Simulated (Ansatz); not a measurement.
Band structure of Yb

```xyz
1
Lattice="0.0000 2.6113 2.6113 2.6113 0.0000 2.6113 2.6113 2.6113 0.0000" Properties=species:S:1:pos:R:3 pbc="T T T"
Yb    0.0000    0.0000    0.0000
```

The cell was built from the fcc type and relaxed in the same program, and has space group Fm-3m; it needn't be a known or the stable phase.

Semilocal functionals without a Hubbard term describe localised f shells poorly; where the shell is localised, the real material differs.

All numbers below come from DFT, PBE, all-electron LAPW, Dirac equation with spin-orbit coupling (Ansatz 0.2.0).

Sampling and basis: a Γ-centred 13×13×13 k mesh, Fermi–Dirac smearing of 0.05 eV, basis error target 0.25 meV/atom, no spin polarisation.

Points in fractions of the reciprocal vectors of this cell: Γ (0, 0, 0), X (0.5, 0, 0.5), U (0.625, 0.25, 0.625), K (0.375, 0.375, 0.75), L (0.5, 0.5, 0.5), W (0.5, 0.25, 0.75). The path joins them by straight lines in the order Γ–X–U–K–Γ–L–W–X; legs that retrace an earlier one aren't tabulated. Energies are in eV from the top of the valence band.

Question: Metal or insulator at this level of theory?

Answer: An insulator or semiconductor: gap 0.06 eV, indirect from W (0.5, 0.25, 0.75) to X (0.5, 0, 0.5) (so small a gap may close at points that the mesh and path miss).

Question: Tabulate bands 31 to 37, counted from the lowest band of the run, along the path.

Answer: 
```csv
k (1/Å),point,band 31,band 32,band 33,band 34,band 35,band 36,band 37
0.00,Γ,-0.13,-0.13,-0.13,-0.13,2.75,2.75,2.75
0.24,,-0.14,-0.14,-0.13,-0.13,2.41,2.41,2.91
0.48,,-0.16,-0.16,-0.14,-0.14,1.61,1.61,3.15
0.72,,-0.17,-0.17,-0.15,-0.15,0.83,0.83,2.11
0.96,,-0.16,-0.16,-0.15,-0.15,0.29,0.29,1.61
1.20,X,-0.16,-0.16,-0.15,-0.15,0.06,0.06,1.69
1.29,,-0.16,-0.16,-0.15,-0.15,0.08,0.08,1.66
1.37,,-0.16,-0.16,-0.15,-0.15,0.12,0.12,1.59
1.46,,-0.16,-0.16,-0.15,-0.15,0.16,0.16,1.48
1.54,,-0.16,-0.16,-0.13,-0.13,0.16,0.16,1.35
1.63,U,-0.15,-0.15,-0.09,-0.09,0.10,0.10,1.23
1.78,,-0.16,-0.16,-0.06,-0.06,0.13,0.13,1.13
1.92,,-0.16,-0.16,-0.02,-0.02,0.23,0.23,1.04
2.07,,-0.16,-0.16,-0.02,-0.02,0.23,0.23,1.04
2.22,,-0.16,-0.16,-0.06,-0.06,0.13,0.13,1.13
2.37,K,-0.15,-0.15,-0.09,-0.09,0.10,0.10,1.23
2.62,,-0.16,-0.16,-0.14,-0.14,0.69,0.69,0.97
2.88,,-0.16,-0.16,-0.15,-0.15,1.08,1.08,1.81
3.13,,-0.16,-0.16,-0.14,-0.14,1.63,1.63,2.74
3.39,,-0.14,-0.14,-0.14,-0.14,2.38,2.38,2.90
3.64,Γ,-0.13,-0.13,-0.13,-0.13,2.75,2.75,2.75
3.85,,-0.14,-0.14,-0.13,-0.13,2.50,2.50,2.86
4.06,,-0.15,-0.15,-0.14,-0.14,1.85,1.85,2.98
4.27,,-0.16,-0.16,-0.14,-0.14,1.17,1.17,2.84
4.47,,-0.16,-0.16,-0.13,-0.13,0.62,0.62,2.61
4.68,L,-0.16,-0.16,-0.12,-0.12,0.37,0.37,2.51
4.85,,-0.16,-0.16,-0.13,-0.13,0.32,0.32,2.36
5.02,,-0.16,-0.16,-0.13,-0.13,0.20,0.20,1.86
5.19,,-0.16,-0.16,-0.10,-0.10,0.11,0.11,1.33
5.36,,-0.17,-0.17,-0.01,-0.01,0.39,0.39,0.94
5.53,W,-0.17,-0.17,0.00,0.00,0.66,0.66,0.90
5.65,,-0.17,-0.17,-0.06,-0.06,0.52,0.52,1.05
5.77,,-0.16,-0.16,-0.12,-0.12,0.33,0.33,1.28
5.89,,-0.16,-0.16,-0.14,-0.14,0.19,0.19,1.49
6.02,,-0.16,-0.16,-0.15,-0.15,0.10,0.10,1.64
6.14,X,-0.16,-0.16,-0.15,-0.15,0.06,0.06,1.69
```
